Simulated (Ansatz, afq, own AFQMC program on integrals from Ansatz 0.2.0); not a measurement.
AFQMC on a folder of integrals that Ansatz 0.2.0 wrote.

```yaml
crystal:
  periodic: [false, false, false]
  atoms:
    - {symbol: Ge, position_ang: [-0.917556, 0.000000, 0.000000]}
    - {symbol: H, position_ang: [-1.429006, 1.446599, 0.000000]}
    - {symbol: H, position_ang: [-1.429006, -0.723300, 1.252792]}
    - {symbol: H, position_ang: [-1.429006, -0.723299, -1.252792]}
    - {symbol: H, position_ang: [0.616793, 0.000000, 0.000000]}
    - {symbol: N, position_ang: [3.239528, 0.000000, 0.000000]}
    - {symbol: C, position_ang: [2.079444, 0.000000, 0.000000]}
basis:
  gaussian: {orbitals: cc-pVDZ}
magnetization: {spin_polarized: true, initial_magnetization: 1}
correlation: {method: ccsd_t, electrons: outside_noble_gas, hamiltonian_folder: ham}
```

```sh
$ ansatz run in.yaml --threads 1 --pin off --events-out ev --progress --plain --max-ram 24576MiB --backend cuda --devices 0, --max-vram 18GiB
```

afq runs on the folder ham with

```
--method phaseless --trial cisd --walkers 4000 --populations 20 --least-time 60 --time-step 0.005 --steps-per-block 50 --equilibration-blocks 28 --max-blocks 4000 --target-error 0.00024 --factor-cut 1e-05 --start spin_pure --seed 8131 --release-times 0.24,0.51,0.99,1.5 --release-step 0.03 --release-every 4 --taylor-order 6
```

Times are imaginary, in 1/Eh. The walk had a cap of 162 s. With eight or more populations the least sampling time is a fifth of least-time, and the error comes from their spread. Filled inner d shells are frozen with the cores.

afq prints:

```
orbitals 59  electrons 9 8  factors 477 of 770
reference energy -2169.84837131 Eh
CCSD correlation -0.41687887 Eh in 16 cycles, weight of the determinant in the CISD state 0.7719
energy of the start -2170.234171 Eh
 block  time / (1/Eh)  mean weight  energy / Eh
     1     0.250  1.0004  -2170.241411
     2     0.500  1.0003  -2170.255275
     3     0.750  0.9998  -2170.266133
     4     1.000  1.0000  -2170.272814
     5     1.250  0.9999  -2170.273710
    10     2.500  0.9999  -2170.280940
    25     6.250  0.9997  -2170.283207
    40    10.000  1.0006  -2170.285109
    43    10.750  0.9999  -2170.286923
    55    13.750  1.0000  -2170.284289
    70    17.500  1.0004  -2170.286745
    85    21.250  0.9999  -2170.280138
   100    25.000  1.0002  -2170.286807
   115    28.750  0.9996  -2170.281988
   130    32.500  0.9997  -2170.285294
   133    33.250  1.0004  -2170.282761
error from the spread of 20 populations
released: time / (1/Eh)  energy / Eh  error  mean overlap
  0.24  -2170.284426  0.000268  0.9980
  0.51  -2170.284287  0.000339  0.9978
  0.99  -2170.284723  0.000272  0.9934
  1.50  -2170.285067  0.000298  0.9880
energy -2170.283893 +/- 0.000286 Eh
(rows thinned)
```

The run passed its tests (sampling time, drift between the halves within three errors, error under three times the target), which doesn't prove that it has relaxed, ending at its cap on processor time.

Against this walk (error 7.8 meV) on the same determinant: CCSD(T) 84.1 meV higher, CCSDT(Q) 16.5 meV lower. The error is statistical and leaves out the bias of the constraint. The determinant has ⟨S²⟩ = 1.03, so the low cluster orders mix in higher spin (the high orders can go on to a lower state of that spin), while the walk starts as a pure doublet. None of these is a sure reference here. The released energies are still falling (meV from the phaseless value at times in 1/Eh: -15 ± 7 at 0.24, -11 ± 9 at 0.51, -23 ± 7 at 0.99, -32 ± 8 at 1.50), so they give no level.

Cautions: constraint bias not in the error; error above the target (7.8 against 6.5 meV); no relativity below Rb; no spin-orbit coupling; inner d shell frozen; higher spins were not checked; raised T1 diagnostic (T1 0.046, weight of the determinant 0.77, largest double 0.07); unrestricted determinant spin contaminated (⟨S²⟩ 1.03 against 0.75).

The walk took 2.7 min on 1 × NVIDIA H100 80GB HBM3 with 2 threads of AMD EPYC 7R13 Processor (Zen 3), on a shared host (the card was shared). The log's last line is the phaseless energy.

CCSDT and higher add their correlation energy to the determinant of the CCSD(T) run, since their own runs factorise the integrals more tightly (a shift of under 2 meV). A walk keeps the symmetry of its determinant, which the program's search chose and which needn't be the lowest solution, so a lower state of the same spin and another symmetry isn't excluded.
